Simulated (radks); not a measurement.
**Cl²⁺ in [Ne] 3s2 3p3: an all-electron calculation**

The task here is to estimate one member of a computed series from the others.

The numbers are computed with radks (a radial shooting solver on a logarithmic mesh, Libxc functionals) version 1 (non-relativistic Kohn-Sham, RPBE, spin-polarised, spherical densities, point nucleus; open shells are filled with parallel spins first), except any that are marked as measured or tabulated.

### The system

```
element       : chlorine (Z = 17)
charge        : +2
electrons     : 15
configuration : [Ne] 3s2 3p3
```

The outer shells:

Cl²⁺
```
[Ne] core
3s [↑↓]
3p [↑ ][↑ ][↑ ]
```

Set-up of the first run:

The run's settings:

```text
Z 17
configuration [Ne] 3s2 3p3 4s0 3d0
relativity non-relativistic
functional rpbe,pbe
spin polarised
nucleus point
```

The run is started by

```
> python run_ks.py task.json out
```

This one command runs every case of the session in turn.

One of the session's tables, all rows but one given; the rest of the session is left out.

It belongs to the step «Radial structure». Sizes of the orbitals, from the radial functions (bohr):

| level | <r> | outermost maximum (interpolated) | 90 % within | nodes |
| --- | --- | --- | --- | --- |
| 1s up | 0.09139 | 0.0599 | 0.163 | 0 |
| 1s down | 0.09137 | 0.0599 | 0.163 | 0 |
| 2s up | 0.4456 | 0.363 | 0.696 | 1 |
| 2s down | 0.4454 | 0.364 | 0.696 | 1 |
| 2p up | 0.4068 | 0.302 | 0.675 | 0 |
| 2p down | ? | ? | ? | ? |
| 3s up | 1.442 | 1.26 | 2.14 | 2 |
| 3s down | 1.457 | 1.25 | 2.19 | 2 |
| 3p up | 1.589 | 1.35 | 2.41 | 1 |
| 3p down | 1.633 | 1.35 | 2.52 | 1 |
| 3d up | 2.109 | 1.62 | 3.43 | 0 |
| 4s up | 3.677 | 3.41 | 5.26 | 3 |
| 3d down | 2.350 | 1.74 | 3.85 | 0 |

**Question.** Estimate the row for 2p down.

As computed: <r>: 0.4067; outermost maximum (interpolated): 0.303; 90 % within: 0.674; nodes: 0. In the column «<r>» it lies between 1s up (0.09139) and 2p up (0.4068).

Caveats from the session: Open shells are spherical and high-spin; term and fine-structure splittings are not resolved.
